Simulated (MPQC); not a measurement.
**CH3F (SMILES CF): HF/def2-TZVPP**

Aim: the energy change on altering one bond length of CH3F at HF/def2-TZVPP, from 2 runs. 

The results are computed with MPQC 2.3.1.

3 further runs of the same task are left out: 3 that didn't finish.

### 1 Starting point

CH3F: 5 atoms, total charge 0, spin state singlet. SMILES: `CF`. The shape is that of a PBE0-D4/def2-TZVP optimisation.

Bond lengths: C1–F2 1.376 Å, C1–H3 1.092 Å, C1–H4 1.092 Å, C1–H5 1.092 Å. Angles: F2–C1–H3 109.1°, F2–C1–H4 109.1°, F2–C1–H5 109.1°, H3–C1–H4 109.9°, H3–C1–H5 109.9°, H4–C1–H5 109.9°.

### 2 A single-point energy at HF/def2-TZVPP

job.in reads:

```
% CH3F
molecule<Molecule>: (
   symmetry = c1
   unit = angstrom
   { atoms geometry } = {
      C  [ -0.050700     0.032900     0.007800 ]
      F  [ 1.094100    -0.710500    -0.168600 ]
      H  [ -0.918700    -0.626900    -0.058000 ]
      H  [ -0.104800     0.796000    -0.772000 ]
      H  [ -0.019800     0.508500     0.990700 ]
   }
)
basis<GaussianBasisSet>: (
   name = "def2-TZVPP"
   molecule = $:molecule
   basisdir = "."
   puream = yes
)
mpqc: (
   checkpoint = no
   savestate = no
   restart = no
   do_energy = yes
   do_gradient = no
   optimize = no
   mole<CLHF>: (
      molecule = $:molecule
      basis = $:basis
      total_charge = 0
      memory = 1000000000
      print_evals = yes
      print_npa = yes
      maxiter = 120
      value_accuracy = 1e-08
      guess_wavefunction<CLHF>: (
         molecule = $:molecule
         total_charge = 0
         memory = 1000000000
         value_accuracy = 1e-3
         basis<GaussianBasisSet>: (
            name = "STO-3G"
            molecule = $:molecule
         )
      )
   )
)
```

The basis set def2-TZVPP is read from a file made from the Basis Set Exchange's data (not shown).

Started as:

```console
$ mpqc job.in > job.out
```

The program printed:

```text
MPQC: Massively Parallel Quantum Chemistry
[...]
  LUMO is    10   A =   0.153993
  total scf energy = -139.1022179690
Value of the MolecularEnergy: -139.1022179690
[...]
      symmetry = c1
[...]
```

Run time: 24 s. Hardware: 1 thread of Arm Neoverse V1, shared host; peak memory 0.49 GiB.

### 3 The distorted shape at the same level

mol.in reads:

```
molecule<Molecule>: (
    symmetry = c1
    unit = angstrom
    { atoms geometry } = {
        C  [ -0.034471      -0.196017       0.241726 ]
        F  [ 1.110329      -0.939417       0.065326 ]
        H  [ -0.902471      -0.855817       0.175926 ]
        H  [ -0.104800       0.796000      -0.772000 ]
        H  [ -0.003571       0.279583       1.224626 ]
    }
)
basis<GaussianBasisSet>: (
    name = "def2-TZVPP"
    molecule = $:molecule
    basisdir = "."
    puream = yes
)
mpqc: (
    checkpoint = no
    savestate = no
    restart = no
    do_energy = yes
    do_gradient = no
    optimize = no
    mole<CLHF>: (
        molecule = $:molecule
        basis = $:basis
        total_charge = 0
        memory = 1000000000
        print_evals = yes
        print_npa = yes
        maxiter = 120
        value_accuracy = 1e-08
        guess_wavefunction<CLHF>: (
            molecule = $:molecule
            total_charge = 0
            memory = 1000000000
            value_accuracy = 1e-3
            basis<GaussianBasisSet>: (
                name = "3-21G"
                molecule = $:molecule
            )
        )
    )
)
```

The basis set def2-TZVPP is read from a file made from the Basis Set Exchange's data (not shown).

Started as:

```console
$ mpqc mol.in > mol.out
```

The program printed:

```text
MPQC: Massively Parallel Quantum Chemistry
[...]
  LUMO is    10   A =   0.135056
  total scf energy = -139.0586369062
Value of the MolecularEnergy: -139.0586369062
[...]
      symmetry = c1
[...]
```

Wall time 23 s (1 thread of Arm Neoverse V1, shared host); peak memory 0.49 GiB.

### 4 Summary of results

At HF/def2-TZVPP:

```
                                                         quantity          value
                                        first shape: total energy  -139.10222 Eh
                                         first shape: HOMO energy      -14.38 eV
                                         first shape: LUMO energy        4.19 eV
                                       first shape: HOMO–LUMO gap       18.57 eV
                                    distorted shape: total energy  -139.05864 Eh
                                     distorted shape: HOMO energy      -12.96 eV
                                     distorted shape: LUMO energy        3.68 eV
                                   distorted shape: HOMO–LUMO gap       16.63 eV
energy change with the C1–H4 bond stretched from 1.092 to 1.420 Å       1.186 eV
```

**Reading.** With the C1–H4 bond stretched from 1.092 to 1.420 Å the energy rises by 1.19 eV (27 kcal/mol). The first shape isn't relaxed at this level, so the change isn't measured from a minimum.
